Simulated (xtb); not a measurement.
chloroform (CHCl$_{3}$), singlet, at a GFN2-xTB geometry; GFN0-xTB in xtb.

The xtb input:
```
$ xtb mol.xyz --gfn 0 --chrg 0 --uhf 0 --json

# file mol.xyz
5

C     -0.00102295     0.00710830     0.48100116
H     -0.00334391     0.02323614     1.57233262
Cl     0.00925814     1.67396575    -0.11215631
Cl     1.44662035    -0.84673105    -0.07184825
Cl    -1.45532076    -0.83111035    -0.07825071
```

Output, abridged:

```
   ID    Z sym.   atoms
    1    6 C      1
    2    1 H      2
    3   17 Cl     3-5

           -------------------------------------------------
          |                Calculation Setup                |
           -------------------------------------------------

           -------------------------------------------------
          |                 G F N 0 - x T B                 |
           -------------------------------------------------

          ...................................................
          :                      SETUP                      :
          :.................................................:
          :  # basis functions                  36          :
          :  # atomic orbitals                  33          :
          :  # shells                           13          :
          :  # electrons                        26          :
          :  electronic temp.          300.0000000     K    :
          :  accuracy                    1.0000000          :
          :  -> integral cutoff          0.2500000E+02      :
          :  -> integral neglect         0.1000000E-07      :
          ...................................................

         :::::::::::::::::::::::::::::::::::::::::::::::::::::
         ::                     SUMMARY                     ::
         :::::::::::::::::::::::::::::::::::::::::::::::::::::
         :: total energy             -15.515049059633 Eh    ::
         :: gradient norm              0.006145949736 Eh/a0 ::
         :: HOMO-LUMO gap              5.233572999191 eV    ::
         ::.................................................::
         :: H0 energy                -15.532248601470 Eh    ::
         :: repulsion energy           0.032667061412 Eh    ::
         :: electrostat energy        -0.014007123983 Eh    ::
         :: -> Gsolv                   0.000000000000 Eh    ::
         ::    -> Gsasa                0.000000000000 Eh    ::
         ::    -> Gshift               0.000000000000 Eh    ::
         :: dispersion energy         -0.001460395593 Eh    ::
         :: short-range corr.          0.000000000000 Eh    ::
         :: add. restraining           0.000000000000 Eh    ::
         :: total charge              -0.000000000000 e     ::
         :::::::::::::::::::::::::::::::::::::::::::::::::::::

           -------------------------------------------------
          |                Property Printout                |
           -------------------------------------------------

    * Orbital Energies and Occupations

         #    Occupation            Energy/Eh            Energy/eV
      -------------------------------------------------------------
         1        2.0000           -0.9723221             -26.4582
         2        2.0000           -0.9723221             -26.4582
         3        2.0000           -0.9721927             -26.4547
         4        2.0000           -0.6010987             -16.3567
         5        2.0000           -0.5427869             -14.7700
         6        2.0000           -0.5239858             -14.2584
         7        2.0000           -0.5239858             -14.2584
         8        2.0000           -0.4553555             -12.3909
         9        2.0000           -0.4553555             -12.3909
        10        2.0000           -0.4384350             -11.9304
        11        2.0000           -0.4384350             -11.9304
        12        2.0000           -0.4358273             -11.8595
        13        2.0000           -0.4340218             -11.8103 (HOMO)
        14                         -0.2416916              -6.5768 (LUMO)
        15                         -0.2042138              -5.5569
        16                         -0.2042138              -5.5569
        17                         -0.0933274              -2.5396
        18                         -0.0692995              -1.8857
        19                         -0.0682430              -1.8570
        20                         -0.0682430              -1.8570
        21                         -0.0644371              -1.7534
        22                         -0.0644371              -1.7534
        23                         -0.0618564              -1.6832
        24                         -0.0610022              -1.6600
       ...                                ...                  ...
        33                          0.3329929               9.0612
      -------------------------------------------------------------
                  HL-Gap            0.1923303 Eh            5.2336 eV
             Fermi-level            0.0000000 Eh            0.0000 eV

     #   Z          covCN         q      C6AA      α(0)
     1   6 C        3.590     0.227    19.607     6.479
     2   1 H        0.925     0.089     1.887     2.148
     3  17 Cl       1.176    -0.105   100.477    15.323
     4  17 Cl       1.176    -0.105   100.477    15.323
     5  17 Cl       1.176    -0.105   100.477    15.323

 Mol. C6AA /au·bohr⁶  :       1286.400195
 Mol. C8AA /au·bohr⁸  :      49639.068427
 Mol. α(0) /au        :         54.596943

Wiberg/Mayer (AO) data.
largest (>0.10) Wiberg bond orders for each atom

 ---------------------------------------------------------------------------
     #   Z sym  total        # sym  WBO       # sym  WBO       # sym  WBO
 ---------------------------------------------------------------------------
     1   6 C    3.798 --     2 H    0.959     4 Cl   0.946     3 Cl   0.946
                             5 Cl   0.946
     2   1 H    1.000 --     1 C    0.959
     3  17 Cl   1.072 --     1 C    0.946
     4  17 Cl   1.072 --     1 C    0.946
     5  17 Cl   1.072 --     1 C    0.946
 ---------------------------------------------------------------------------

Topologies differ in total number of bonds
Writing topology from bond orders to xtbtopo.mol

 dipole moment from electron density (au)
     X       Y       Z
  -0.0012   0.0083   0.5585  total (Debye):    1.420

           -------------------------------------------------
          | TOTAL ENERGY              -15.515049059633 Eh   |
          | GRADIENT NORM               0.006145949736 Eh/α |
          | HOMO-LUMO GAP               5.233572999191 eV   |
           -------------------------------------------------

normal termination of xtb
```
